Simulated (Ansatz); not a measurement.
# CH₂Si+ (doublet): the correlation ladder, cc-pVTZ

Aim: climb from Hartree-Fock through coupled cluster and multireference methods for CH₂Si+ (doublet) at one geometry and basis, and see what each rung misses.

The runs use Ansatz 0.2.0, Gaussian basis; cc-pVTZ, core rule «outside noble gas», up to 6 orbitals frozen.

Plan: UHF; CCSD(T) on ROHF; CCSD(T) on UHF; BCCD(T) on ROHF; CCSDT(Q) on ROHF; CCSDT(Q) on UHF; CASSCF and MRCISD+Q, 9 electrons in 10 orbitals; CASSCF and NEVPT2, 9 electrons in 10 orbitals.

4 further runs of the same task are left out: 4 set aside as unsound or not needed.

### 1 The geometry

The geometry is a PBE0/def2-TZVP stationary point (not a proven minimum) of the parent state, kept for this charge and spin.

4 atoms, charge 1, spin multiplicity 2.

Atoms are counted from 1 here; the program's logs count them from 0.

Bond lengths: Si1–C2 1.637 Å, Si1–H3 1.483 Å, C2–H4 1.078 Å. Angles: C2–Si1–H3 123.0°, Si1–C2–H4 153.9°.

Geometry (Å):

```xyz
4
charge 1, multiplicity 2
Si    0.00000   -0.10106    0.50004
C     0.00000    0.16496   -1.11479
H     0.00000    0.99570    1.49834
H     0.00000   -0.14547   -2.14752
```

### 2 UHF

The input, in.yaml:

```yaml
crystal:
  periodic: [false, false, false]
  atoms:
    - {symbol: Si, position_ang: [0.000000, -0.101057, 0.500037]}
    - {symbol: C, position_ang: [0.000000, 0.164958, -1.114795]}
    - {symbol: H, position_ang: [0.000000, 0.995702, 1.498344]}
    - {symbol: H, position_ang: [0.000000, -0.145469, -2.147521]}
basis:
  gaussian: {orbitals: cc-pVTZ}
total_charge: 1
magnetization: {spin_polarized: true, initial_magnetization: 1}
hamiltonian: {xc: hf}
output: {orbitals: {seedname: orbitals}}
```

Run with:

```sh
$ ansatz run in.yaml --threads 1 --pin off --events-out ev --progress --plain --max-ram 4096MiB --backend cpu
```

Further steps of the session: CCSD(T) on ROHF; CCSD(T) on UHF; BCCD(T) on ROHF; CCSDT(Q) on ROHF; CCSDT(Q) on UHF; CASSCF and MRCISD+Q, 9 electrons in 10 orbitals; CASSCF and NEVPT2, 9 electrons in 10 orbitals.

**Question.** What will the summary of the whole plan be? Wanted: RCCSDT(Q) below the RHF energy; RMP2 from RCCSDT(Q); UMP2 from RCCSDT(Q); RCCSD from RCCSDT(Q); RCCSD(T) from RCCSDT(Q); UCCSD(T) from RCCSDT(Q); UCCSDT(Q) from RCCSDT(Q); NEVPT2 valence from RCCSDT(Q); MRCISD+Q valence from RCCSDT(Q).

The runs gave:

```
                         quantity                      value
   RCCSDT(Q) below the RHF energy                 -7.4805 eV
              RMP2 from RCCSDT(Q)              +127.1 kJ/mol
              UMP2 from RCCSDT(Q)              +159.8 kJ/mol
             RCCSD from RCCSDT(Q)               +43.4 kJ/mol
          RCCSD(T) from RCCSDT(Q)                +6.8 kJ/mol
          UCCSD(T) from RCCSDT(Q)               +14.7 kJ/mol
         UCCSDT(Q) from RCCSDT(Q)                -0.5 kJ/mol
    NEVPT2 valence from RCCSDT(Q)               +89.2 kJ/mol
  MRCISD+Q valence from RCCSDT(Q)                +4.3 kJ/mol
levels within 1 kcal/mol (43 meV)  RCCSDT, UCCSDT, UCCSDT(Q)
                    T1 diagnostic                      0.037
   effectively unpaired electrons                       1.20
```

RCCSD(T) misses by +6.8 kJ/mol, 0.9 % of the correlation energy. CCSD(T) misses by +6.8 kJ/mol on the restricted determinant and by +14.7 kJ/mol on the unrestricted one; the two need not hold the same state or core. The occupations show some static correlation. Of the multireference levels listed MRCISD+Q valence comes nearest in total energy (+4.3 kJ/mol), which doesn't show that its space is the better one. These misses are within one basis, not against nature; the frozen cores of restricted and unrestricted runs differ, which can shift their rows.
